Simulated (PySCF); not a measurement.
Compound: NH₃.
SMILES: `N`

The closed-shell ground state was solved at several levels (PySCF, density fitting, gas phase, non-relativistic). Geometry: GFN2-xTB; no solvent, vibrations or thermal averaging.

```csv
level,basis functions,HOMO (eV),LUMO (eV),gap (eV),dipole (D)
LC-wPBE/IGLO-II,40,-10.37,3.78,14.15,1.71
OPBE/IGLO-II,40,-5.70,0.88,6.58,1.59
KT3/IGLO-II,40,-5.87,0.47,6.34,1.53
BLYP/IGLO-II,40,-5.61,0.55,6.16,1.60
HSE06/Sadlej pVTZ,51,-7.24,-0.41,6.83,1.48
B97-2/Sadlej pVTZ,51,-7.37,-0.12,7.25,1.47
BP86/IGLO-II,40,-5.84,0.74,6.58,1.63
PBE/IGLO-II,40,-5.71,0.67,6.38,1.62
X3LYP/IGLO-II,40,-7.17,1.14,8.31,1.64
```

(1) Estimate the row for BHandHLYP/IGLO-II, a basis of 40 functions; the other rows only guide the guess.

(2) Over all these levels, which gives the widest orbital gap and which the narrowest?

(3) In the IGLO-II basis, how does the gap go with the fixed share of exact exchange?

(4) How far do the dipole and the HOMO energy spread over the levels?

Results:

(1) HOMO -8.94 eV, LUMO 2.14 eV, gap 11.08 eV, dipole 1.68 D.

(2) LC-wPBE/IGLO-II (range-separated hybrid) has the widest, 14.15 eV, and BLYP/IGLO-II (GGA) the narrowest, 6.16 eV. The two share the basis. From the narrowest to the widest the HOMO moves by -4.76 eV and the LUMO by +3.23 eV.

(3) BLYP (0 %) 6.16 eV; KT3 (0 %) 6.34 eV; PBE (0 %) 6.38 eV; OPBE (0 %) 6.58 eV; BP86 (0 %) 6.58 eV; X3LYP (22 %) 8.31 eV; BHandHLYP (50 %) 11.08 eV. Each rise in the share widens the gap here.

(4) The dipole runs from 1.47 to 1.71 D (mean 1.60 D) and the HOMO from -10.37 to -5.61 eV.
